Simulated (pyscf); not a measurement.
A first-order saddle from PySCF, ωB97X-D3(BJ)/def2-SVPD:

```xyz
9

F      0.9094    -1.8267     0.3457
C      0.2477     0.7759     0.3614
C     -0.4316    -0.3061    -0.4283
I     -2.2101     0.9308    -1.6195
H     -0.4500     1.2539     1.0624
H      0.6653     1.5478    -0.2991
H      1.0532     0.2703     0.9121
H      0.0390    -0.6835    -1.3274
H     -1.1093    -0.9851     0.0736
```
Charge -1, spin multiplicity 1.

Surface: singlet, charge -1. Lowest wavenumbers (cm⁻¹): 391i, 175, 176, 205, 233.

### Question
Which two sides does it connect, and which bonds change?

### Answer
`[F-]` + `[CH3][CH2][I]` <-> `[CH3][CH2][F]` + `[I-]`, a substitution at C read from left to right: C–I broken and C–F formed. At ωB97M-D3(BJ)/def2-TZVPD it lies -0.72 eV from the left side and +1.46 eV from the right (each side as separated species at their lowest minima found). On the reactant side the descent ends in a bound adduct, 0.76 eV under the separated species and 0.13 eV under the saddle at ωB97X-D3(BJ)/def2-TZVPD. On the product side the descent ends in a complex, 0.19 eV under the separated species and 1.59 eV under the saddle at ωB97X-D3(BJ)/def2-TZVPD. At ωB97M-D3(BJ) the saddle lies under the separated reactants, which points to a path from their complex (located at ωB97X-D3(BJ) alone). This is the saddle that the search found; another between the same sides may lie lower. The angle at the attacked C is 165°. Elements past Kr carry the def2 core potentials, without spin-orbit coupling.
